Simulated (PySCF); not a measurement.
Lithium: a sound run and one with changed settings

Sound run: Li [He] 2s1, Li⁺ 1s2. Calculation: PySCF 2.14, in x2c-TZVPall; scalar relativity by spin-free X2C-1e. The sound run starts from symmetry-adapted Hartree-Fock orbitals and uses a fine grid where one is needed.

Changed run: initial guess sap, at most 2 SCF cycles. This setting is unsound on purpose.

| species | method | sound run (hartree) | changed run (hartree) | converged |
| --- | --- | --- | --- | --- |
| Li | UHF | -7.43332 | -7.43332 | no |
| Li | B3LYP | -7.49350 | -7.49334 | no |
| Li | M06-L | -7.48787 | -7.48689 | no |
| Li⁺ | UHF | -7.23700 | -7.23700 | no |
| Li⁺ | B3LYP | -7.28672 | -7.28672 | no |
| Li⁺ | M06-L | -7.30130 | -7.30130 | no |

The SCF was stopped early; the energies are upper bounds that still move, and correlated levels were skipped or rest on poor orbitals.
